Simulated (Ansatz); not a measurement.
Ideal-gas functions of BFH₃N (`NBF`) at 298.15 K and 1 bar, from an Ansatz frequency run at PBE0-D4/def2-TZVP.

Molar mass 46.84 g/mol, point group Cs (symmetry number 1), electronic degeneracy 1, moments of inertia 8.299, 51.328, 59.627 u Å². Harmonic wavenumbers (cm⁻¹, unscaled): 437, 509, 624, 880, 919, 1083, 1192, 1431, 1631, 2639, 3628, 3736.

Use S(trans) = R[1.5 ln M + 2.5 ln T − 1.1517]; rotational temperatures θ = 24.2544 K / I; S(rot) = R[ln(√π/σ · √(T³/θAθBθC)) + 1.5]; for each mode x = 1.438777 ν̃/T, S = R[x/(eˣ − 1) − ln(1 − e⁻ˣ)] and H = RT x/(eˣ − 1); 1 cm⁻¹ = 0.0119627 kJ/mol; R = 8.31446 J/(mol·K).

Problem. By hand: the entropy, in J/(mol·K).

Solution. Translation 156.8. Rotation: θ = 2.9226, 0.4725, 0.4068 K, giving 90.7. Vibration, mode by mode: 3.50, 2.66, 1.72, 0.63, 0.54, 0.28, 0.18, 0.07, 0.03, 0.00, 0.00, 0.00, in all 9.6. Electronic 0.0. Sum 257.1 J/(mol·K).

Problem. By hand: H − E and G − E in kJ/mol, counted from the electronic energy.

Solution. Zero-point energy ½ × 18709 × 0.0119627 = 111.9; thermal vibration 2.1; translation, rotation and pV give 4 RT = 9.9. H − E = 123.9 kJ/mol, and G − E = 123.9 − 298.15 × 257.1/1000 = 47.2 kJ/mol.

Vibration gives 4 % of the entropy. The sum counts one conformer and one mirror image; others add a mixing term.
